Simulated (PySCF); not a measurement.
# C5H7F: the cost of one run

Programs: PySCF 2.14.0, with density-fitted response routines of our own. Each step states its level of theory. These are calculated values for one molecule in the gas phase, unless marked as measured. Atoms are numbered from 0 throughout.

## (1) Starting geometry

13 atoms, charge 0, multiplicity 1; geometry from: MMFF94s.

Bonds of the start (Å): F0–C1 1.34, C1–C2 1.33, C2–C3 1.51, C3–C4 1.54, C4–C5 1.54, C5–C2 1.51, C1–H6 1.08, C3–H7 1.10, C3–H8 1.09, C4–H9 1.10, C4–H10 1.09, C5–H11 1.10, C5–H12 1.09.

## (2) Optimising the geometry at PBE0-D3(BJ)/def2-SVP

The job: settings as JSON, then the geometry in Å.

```
{"job": {"xc": "PBE0", "basis": "def2-SVP", "d3": "d3bj", "grid": 1, "kind": "geom"}, "charge": 0, "multiplicity": 1}
F      2.501479    -1.194957     0.834975
C      1.793751    -0.052780     0.793839
C      0.612761     0.018836     0.190954
C     -0.228640    -0.993937    -0.554460
C     -1.382792    -0.005499    -0.283260
C     -0.382443     1.138909    -0.014282
H      2.302196     0.756697     1.298299
H      0.018007    -1.124888    -1.613269
H     -0.359887    -1.976863    -0.093051
H     -1.992601    -0.270889     0.590881
H     -2.060099     0.159498    -1.127626
H     -0.192234     1.787642    -0.875704
H     -0.629500     1.758231     0.852702
```

On the command line:

```sh
OMP_NUM_THREADS=1 python probes_run.py task.json out
```

One launch serves the whole session: the jobs run in the order shown.

**Question.** How long does this first job take on 1 thread of Arm Neoverse V2, shared host, and how much memory does it need?

About 36 s, with a peak of 0.51 GiB.
